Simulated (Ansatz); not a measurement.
in.yaml

```yaml
crystal:
  periodic: [false, false, false]
  atoms:
    - {symbol: Zr, position_ang: [0.000000, 0.000000, 0.000000]}
    - {symbol: O, position_ang: [0.000000, 0.000000, 1.723000]}
basis:
  gaussian: {orbitals: def2-SVP, fitting: {mean_field: def2-universal-jkfit}, point_charges: [{charge: -0.50, position_ang: [3.583, 0.176, 0.744]}]}
total_charge: 1
magnetization: {spin_polarized: true, initial_magnetization: 3}
correlation: {method: mp2, electrons: all}
accuracy: high
```

```sh
$ ansatz run in.yaml --threads 1 --pin off --events-out ev --progress --plain --max-ram 2393MiB
```

Problem. Roughly how long does this take on 1 thread of Arm Neoverse V2, shared host, and how much host memory?

Solution. 2.8 s wall and 0.07 GiB.

```
332 factors; integrals over basis functions are off by at most 9.3e-2 eV
mean field evaluation 1: about -3287.5426 eV, gradient 3.9e1 eV
mean field evaluation 2: about -3289.7373 eV, gradient 3.3e1 eV
mean field evaluation 4: about -3294.3034 eV, gradient 1.0e0 eV
mean field evaluation 8: about -3294.3381 eV, gradient 2.1e0 eV
mean field evaluation 16: about -3294.3459 eV, gradient 6.2e-2 eV
mean field evaluation 32: about -3294.3307 eV, gradient 2.3e0 eV
mean field evaluation 64: about -3294.3368 eV, gradient 2.9e-3 eV
mean field evaluation 96: about -3294.2716 eV, gradient 5.4e-1 eV
mean field evaluation 128: about -3294.3557 eV, gradient 2.0e-2 eV
mean field evaluation 160: about -3293.9714 eV, gradient 1.5e0 eV
mean field evaluation 192: about -3294.3432 eV, gradient 1.1e-1 eV
mean field -3294.35582312 eV, -121.0653435049 hartree, gradient 1.8e-8 eV, S^2 3.757362; 18 other end points of the search recorded, 0 dependent functions left out
reference -3294.35582312 eV, -121.0653435049 hartree; 11, 8 occupied and 34, 37 virtual orbitals, 332 factors
second order -8.52989271 eV of doubles, -0.00000000 eV of singles
Total energy: -3302.88571582 eV, -121.3788112802 hartree
```
